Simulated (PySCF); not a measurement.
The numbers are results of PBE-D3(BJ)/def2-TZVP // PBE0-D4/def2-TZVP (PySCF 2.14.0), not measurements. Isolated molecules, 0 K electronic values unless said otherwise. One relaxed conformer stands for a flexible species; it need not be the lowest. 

Reference species (SMILES): `[OH]` (neutral, multiplicity 2).

The highest occupied spin orbital is -7.16 eV.

Changed species: `[O][SiH2]O` (O–Si–O–H torsion 179°) (radical fragment; the reference has radical fragment).

### Question
Predict the effect on the highest occupied spin orbital.

### Answer
the highest occupied spin orbital falls by 0.09 eV, to -7.25 eV.
